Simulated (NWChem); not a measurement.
Everything below was run with NWChem. System: methane (CH4), charge 0, spin multiplicity 1, at a geometry optimised with PBE0/def2-SVP. Level: RHF/cc-pVTZ.

Input file:

```
start mol
memory heap 200 mb stack 800 mb global 1000 mb
geometry units angstroms nocenter noautoz
  C      0.000000     0.000000    -0.000000
  H      0.000000     0.896585     0.633980
  H      0.000000    -0.896585     0.633980
  H     -0.896586     0.000000    -0.633979
  H      0.896586     0.000000    -0.633979
  symmetry group C2v
end
basis spherical
  * library cc-pvtz
end
scf
  rhf
  nopen 0
  maxiter 100
  thresh 1e-7
  semidirect memsize 60000000 filesize 0
end
task scf energy
```

Part of the output:

```
             Northwest Computational Chemistry Package (NWChem) 7.3.0
             --------------------------------------------------------

                                NWChem Input Module
                                -------------------

 Scaling coordinates for geometry "geometry" by  1.889725989
 (inverse scale =  0.529177249)

 Turning off AUTOSYM since
 SYMMETRY directive was detected!

                             Geometry "geometry" -> ""
                             -------------------------

 Output coordinates in angstroms (scale by  1.889725989 to convert to a.u.)

  No.       Tag          Charge          X              Y              Z
 ---- ---------------- ---------- -------------- -------------- --------------
    1 C                    6.0000     0.00000000     0.00000000     0.00000000
    2 H                    1.0000     0.00000000     0.89658500     0.63398000
    3 H                    1.0000     0.00000000    -0.89658500     0.63398000
    4 H                    1.0000    -0.89658600     0.00000000    -0.63397900
    5 H                    1.0000     0.89658600     0.00000000    -0.63397900

 Effective nuclear repulsion energy (a.u.)      13.3364408017

            Nuclear Dipole moment (a.u.)
            ----------------------------
        X                 Y               Z
 ---------------- ---------------- ----------------
     0.0000000000     0.0000000000     0.0000037795

      Symmetry information
      --------------------

 Group name             C2v
 Group number             16
 Group order               4
 No. of unique centers     3

      Symmetry unique atoms

     1    2    4


 Summary of "ao basis" -> "" (spherical)
 ------------------------------------------------------------------------------
       Tag                 Description            Shells   Functions and Types
 ---------------- ------------------------------  ------  ---------------------
 *                          cc-pvtz                   on all atoms

 Summary of "ao basis" -> "ao basis" (spherical)
 ------------------------------------------------------------------------------
       Tag                 Description            Shells   Functions and Types
 ---------------- ------------------------------  ------  ---------------------
 C                          cc-pvtz                 10       30   4s3p2d1f
 H                          cc-pvtz                  6       14   3s2p1d

                                 NWChem SCF Module
                                 -----------------

  ao basis        = "ao basis"
  functions       =    86
  atoms           =     5
  closed shells   =     5
  open shells     =     0
  charge          =   0.00
  wavefunction    = RHF
  use symmetry    = T
  symmetry adapt  = T

 Summary of "ao basis" -> "ao basis" (spherical)
 ------------------------------------------------------------------------------
       Tag                 Description            Shells   Functions and Types
 ---------------- ------------------------------  ------  ---------------------
 C                          cc-pvtz                 10       30   4s3p2d1f
 H                          cc-pvtz                  6       14   3s2p1d

      Symmetry analysis of basis
      --------------------------

        a1         33
        a2         11
        b1         21
        b2         21

 Forming initial guess at       0.1s

      Superposition of Atomic Density Guess
      -------------------------------------

 Sum of atomic energies:         -39.66973355
[...]
             ----- ------------------- --------- --------- --------
                 1      -40.2004226495  4.03D-01  2.07D-01      0.5
                 2      -40.2115869769  1.18D-01  3.56D-02      0.5
                 3      -40.2127956401  3.76D-03  1.90D-03      0.6
                 4      -40.2127975182  1.42D-05  5.07D-06      0.7
                 5      -40.2127975182  5.19D-09  1.94D-09      0.8

       Final RHF  results
       ------------------

         Total SCF energy =    -40.212797518203
      One-electron energy =    -79.542926925896
      Two-electron energy =     25.993688605978
 Nuclear repulsion energy =     13.336440801714

        Time for solution =      0.4s

       Symmetry analysis of molecular orbitals - final
       -----------------------------------------------

  Numbering of irreducible representations:

     1 a1          2 a2          3 b1          4 b2

  Orbital symmetries:

     1 a1          2 a1          3 b1          4 b2          5 a1
     6 a1          7 b1          8 b2          9 a1         10 a1
    11 b2         12 b1         13 a1         14 a1         15 b2

             Final eigenvalues
             -----------------

              1
    1  -11.2113
    2   -0.9391
    3   -0.5425
    4   -0.5425
    5   -0.5425
    6    0.1428
    7    0.2285
    8    0.2285
    9    0.2285
   10    0.3649
   11    0.3649
   12    0.3649
   13    0.6378
   14    0.6439
   15    0.6439

                       ROHF Final Molecular Orbital Analysis
                       -------------------------------------

 Vector    3  Occ=2.000000D+00  E=-5.424641D-01  Symmetry=b1
              MO Center=  4.6D-17, -1.2D-19, -3.1D-01, r^2= 1.2D+00
   Bfn.  Coefficient  Atom+Function         Bfn.  Coefficient  Atom+Function
  ----- ------------  ---------------      ----- ------------  ---------------
     8      0.285492  1 C  px                 5      0.234121  1 C  px
    60     -0.227769  4 H  s                 74      0.227769  5 H  s

 Vector    4  Occ=2.000000D+00  E=-5.424639D-01  Symmetry=b2
              MO Center=  2.7D-17, -4.8D-11,  3.1D-01, r^2= 1.2D+00
   Bfn.  Coefficient  Atom+Function         Bfn.  Coefficient  Atom+Function
  ----- ------------  ---------------      ----- ------------  ---------------
     9      0.285492  1 C  py                 6      0.234121  1 C  py
    32      0.227769  2 H  s                 46     -0.227769  3 H  s

 Vector    5  Occ=2.000000D+00  E=-5.424630D-01  Symmetry=a1
              MO Center=  1.3D-17,  1.4D-12, -8.5D-08, r^2= 1.3D+00
   Bfn.  Coefficient  Atom+Function         Bfn.  Coefficient  Atom+Function
  ----- ------------  ---------------      ----- ------------  ---------------
    10      0.285493  1 C  pz                 7      0.234121  1 C  pz
    32      0.161057  2 H  s                 46      0.161057  3 H  s
    60     -0.161057  4 H  s                 74     -0.161057  5 H  s

 Vector    6  Occ=0.000000D+00  E= 1.428404D-01  Symmetry=a1
              MO Center= -3.8D-16, -2.0D-16,  1.1D-06, r^2= 6.0D+00
   Bfn.  Coefficient  Atom+Function         Bfn.  Coefficient  Atom+Function
  ----- ------------  ---------------      ----- ------------  ---------------
     4      3.739405  1 C  s                 33     -1.112257  2 H  s
    47     -1.112257  3 H  s                 61     -1.112256  4 H  s
    75     -1.112256  5 H  s                  2      0.283088  1 C  s
    32     -0.240507  2 H  s                 46     -0.240507  3 H  s
    60     -0.240507  4 H  s                 74     -0.240507  5 H  s

 Vector    7  Occ=0.000000D+00  E= 2.284865D-01  Symmetry=b1
              MO Center= -2.1D-15,  1.3D-18, -1.0D+00, r^2= 5.0D+00
   Bfn.  Coefficient  Atom+Function         Bfn.  Coefficient  Atom+Function
  ----- ------------  ---------------      ----- ------------  ---------------
    61      2.433043  4 H  s                 75     -2.433043  5 H  s
    11      1.798399  1 C  px                 8      0.410784  1 C  px
    60      0.205257  4 H  s                 74     -0.205257  5 H  s
    22      0.159413  1 C  d  1              65      0.155181  4 H  px
    79      0.155181  5 H  px

 Vector    8  Occ=0.000000D+00  E= 2.284866D-01  Symmetry=b2
              MO Center=  1.4D-18,  3.9D-15,  1.0D+00, r^2= 5.0D+00
   Bfn.  Coefficient  Atom+Function         Bfn.  Coefficient  Atom+Function
  ----- ------------  ---------------      ----- ------------  ---------------
    33      2.433043  2 H  s                 47     -2.433043  3 H  s
    12     -1.798397  1 C  py                 9     -0.410784  1 C  py
    32      0.205258  2 H  s                 46     -0.205258  3 H  s
    20     -0.159413  1 C  d -1              38     -0.155181  2 H  py
    52     -0.155181  3 H  py

 center of mass
 --------------
 x =   0.00000000 y =   0.00000000 z =   0.00000024

 moments of inertia (a.u.)
 ------------------
          11.572427581519           0.000000000000           0.000000000000
           0.000000000000          11.572440488792           0.000000000000
           0.000000000000           0.000000000000          11.572473955133

  Mulliken analysis of the total density
  --------------------------------------

    Atom       Charge   Shell Charges
 -----------   ------   -------------------------------------------------------
    1 C    6     6.36   1.96  0.82  0.15  0.36  0.82  1.54  0.65  0.02  0.04  0.00
    2 H    1     0.91   0.26  0.50  0.12  0.01  0.02  0.00
    3 H    1     0.91   0.26  0.50  0.12  0.01  0.02  0.00
    4 H    1     0.91   0.26  0.50  0.12  0.01  0.02  0.00
    5 H    1     0.91   0.26  0.50  0.12  0.01  0.02  0.00

       Multipole analysis of the density wrt the origin
       ------------------------------------------------

     L   x y z        total         open         nuclear
     -   - - -        -----         ----         -------
     0   0 0 0     -0.000000      0.000000     10.000000

     1   1 0 0     -0.000000      0.000000      0.000000
     1   0 1 0      0.000000      0.000000      0.000000
     1   0 0 1      0.000000      0.000000      0.000004

     2   2 0 0     -6.285939      0.000000      5.741318
     2   1 1 0     -0.000000      0.000000      0.000000
     2   1 0 1      0.000000      0.000000      0.000000
     2   0 2 0     -6.285943      0.000000      5.741305
     2   0 1 1      0.000000      0.000000      0.000000
     2   0 0 2     -6.285954      0.000000      5.741272

 Task  times  cpu:        0.8s     wall:        0.8s

 Total times  cpu:        0.9s     wall:        0.9s
```
